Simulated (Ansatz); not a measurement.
Born–Oppenheimer molecular dynamics of CH2OS2 (6 atoms, charge 0, multiplicity 1). It starts at the highest image of a converged band. Of that band: Neighbouring images differ by up to 2.5 eV, so the band resolves the path poorly. A vibrational analysis at the climbing image gives 3 clearly imaginary modes (2117i, 271i, 75i cm⁻¹): a point of higher order, so a lower path passes nearby.

Level of theory: UHF/def2-SVP in Ansatz 0.2.0.

| Item | Value |
| --- | --- |
| ensemble | NVE (velocity Verlet) |
| time step | 0.5 fs |
| steps asked | 200 |
| starting velocities drawn for | 300 K |
| seed | 7035 |

First frame:

```xyz
6
Properties=species:S:1:pos:R:3
S -0.792 -1.196 -0.551
C 0.452 -0.060 -0.823
O 0.814 0.856 -0.007
S 0.164 1.187 1.545
H 0.123 -1.010 -1.740
H -0.761 0.224 1.576
```

Question: How far do the bonds stretch over the last three quarters of this one trajectory? (Pairs bonded in most of those frames.)

Answer: 
```
 bond  mean (Å)  spread (Å)  shortest  longest
S1–C2     2.092       0.466      1.62     3.33
S1–H5     1.376       0.068      1.23     1.52
C2–O3     1.178       0.075      1.05     1.35
S4–H6     1.345       0.008      1.33     1.36
```

Mean temperature of the second half: 5726 K. The conserved energy stayed within 0.9 meV per atom of its start (net change 0.13 meV per atom), so the integration is sound. The system heated up, since it started high on the potential surface and ran downhill. A run of 0.1 ps of so small a system gives no equilibrium averages.

Run time: 8 min on 1 thread of Arm Neoverse V1 (shared host), peak memory 0.17 GiB.
